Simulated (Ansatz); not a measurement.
Reaction (formal loss of a carbene): `C#CC` → `C#C` + `[CH2]` (triplet)

Gas-phase electronic energies from Ansatz, PBE0-D4/def2-TZVP geometries. CCSD(T)/CBS is extrapolated from def2-TZVPP and def2-QZVPP, frozen cores. DFT in def2-TZVPP. Triplets are unrestricted, without spin–orbit coupling.

```csv
level,ΔE (kJ/mol)
r2SCANh-D4,440.5
B2PLYP,453.0
revPBE,443.0
PBE0,459.9
BHLYP,439.7
CCSD/def2-TZVPP,435.8
CCSD/def2-QZVPP,440.9
CCSD/cc-pV(D+d)Z,424.9
```

Task: What does CCSD(T)/CBS give? (Estimate.)

Result: The calculation gave: +455.8 kJ/mol. The listed levels differ from it by -15.3, -2.8, -12.8, 4.1, -16.1, -20.0, -14.9, -30.9 kJ/mol.

Largest T1 diagnostic among the species: 0.013.

The D4 term adds +6.5 kJ/mol with B3LYP and +3.4 kJ/mol with PBE0; it sums over pairs of atoms, weighted by their polarisabilities, and B3LYP, whose exchange is more repulsive, gets the larger term. In def2-TZVPP, CCSD(T) changes the Hartree–Fock value by +128.8 kJ/mol (the triples alone add +10.2 kJ/mol) and MP2 by +143.6 kJ/mol.

B3LYP here is the variant with VWN-RPA as its local correlation; programs differ in this.
